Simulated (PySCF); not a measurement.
## CH₃: fields on a plane

Computed with UPBE0/[C def2-TZVP, H def2-TZVP], no relativity, density fitting, PySCF.

The doublet minimum has C–H 1.080 Å (×3); H–C–H 120.0° (×3).

The plane holds C1 at (0.00, 0.00), H2 at (1.08, 0.00), H3 at (-0.54, 0.94), H4 at (-0.54, -0.94) Å. Columns run from x = -2.55 to 3.45 Å, rows from y = 3.15 (top) to -2.85 Å, in steps of 0.3 Å. Other isomers or separated fragments may lie lower.

Q: Give the electrostatic potential (V) (cut at 20 V). Lower edges of the bins (V): '0' 0.02, '1' 0.14, '2' 0.33, '3' 0.62, '4' 1.09, '5' 1.84, '6' 3.02, '7' 4.89, '8' 7.85, '9' 12.55; top 20.0.

A: 
```
000000000000000000000
000111111000000000000
001111111100000000000
011122222100000000000
011233443210000000000
011235665320000000000
012346887531111110000
011357999653322211100
001247999876554321100
000236899998876432110
000135899999997532110
000135899999997532110
000236899998876432110
001247999876554321100
011357999653322211100
012346887531111110000
011235665320000000000
011233443210000000000
011122222100000000000
001111111100000000000
000111111000000000000
```

Q: Give the electron localisation function (set to 0 where the density is under 0.005 e/Å³). Every second row and column.

A: 
```
0.00 0.00 0.00 0.00 0.00 0.00 0.00 0.00 0.00 0.00 0.00
0.00 0.00 0.00 0.00 0.00 0.00 0.00 0.00 0.00 0.00 0.00
0.00 0.00 0.72 0.94 0.83 0.10 0.00 0.00 0.00 0.00 0.00
0.00 0.00 0.96 1.00 0.98 0.33 0.09 0.10 0.00 0.00 0.00
0.00 0.14 0.89 1.00 0.97 0.57 0.84 0.91 0.44 0.00 0.00
0.00 0.02 0.26 0.69 0.44 0.70 1.00 0.99 0.88 0.00 0.00
0.00 0.05 0.58 0.94 0.74 0.70 0.98 0.98 0.77 0.00 0.00
0.00 0.23 0.96 1.00 0.99 0.44 0.40 0.57 0.00 0.00 0.00
0.00 0.00 0.93 0.98 0.94 0.22 0.02 0.00 0.00 0.00 0.00
0.00 0.00 0.00 0.62 0.39 0.00 0.00 0.00 0.00 0.00 0.00
0.00 0.00 0.00 0.00 0.00 0.00 0.00 0.00 0.00 0.00 0.00
```
